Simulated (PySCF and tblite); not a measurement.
The numbers below are computed, except where a source is named.
Molecule: C₆H₁₁ (charge -1), numbered as in [CH2-:1][CH:2]1[CH2:3][CH2:4][CH2:5][CH2:6]1; H are named by their carrier, a and b as at the first point (Å):

```
C1       2.388    0.248    0.043
C2       0.910   -0.047    0.376
C3       0.015    1.200    0.346
C4      -1.421    0.673    0.421
C5      -1.382   -0.727   -0.224
C6       0.093   -0.988   -0.552
H1a      2.316    0.426   -1.090
H1b      2.793   -0.823   -0.017
H2       0.850   -0.472    1.397
H3a      0.244    1.895    1.155
H3b      0.180    1.720   -0.601
H4a     -1.734    0.596    1.467
H4b     -2.134    1.334   -0.086
H5a     -1.758   -1.478    0.477
H5b     -2.014   -0.772   -1.118
H6a      0.302   -0.714   -1.592
H6b      0.364   -2.039   -0.424
```

The mean out-of-plane torsion at C1 (0° is planar) is held and the rest relaxed at GFN2-xTB. Energies: revPBE/pcSseg-1 + D3(BJ). Couplings: B3LYP/6-31G* with H pcJ-1, gas phase, for ¹H. (tblite 0.8, PySCF 2.14.)

The ion is treated without a counter-ion.

How do the most sensitive couplings change along the out-of-plane angle?


```
out-of-plane angle °  ²J(H1a,H1b)  ³J(H2,H6a)  ³J(H1b,H2)  ³J(H2,H3b)  ²J(H6a,H6b)  ²J(H3a,H3b)  ³J(H2,H6b)
                 -48        -14.2         9.7         3.6        11.4        -12.3        -12.5         5.8
                 -30         -3.5         7.4         5.0        11.7        -11.7        -12.8         5.3
                   0          3.5         5.6         8.5        10.9        -11.1        -12.2         4.4
                  30         -3.4        11.9         5.1         7.3        -12.9        -11.3         5.2
                  48        -14.2        11.6         3.6         9.6        -12.8        -12.0         5.6
```
Values in Hz.

Set ³J(H2,H6a) against its H–C–C–H torsion.

-171°: 11.9 Hz, -169°: 9.7 Hz, -169°: 11.6 Hz, -168°: 5.6 Hz, -167°: 7.4 Hz.
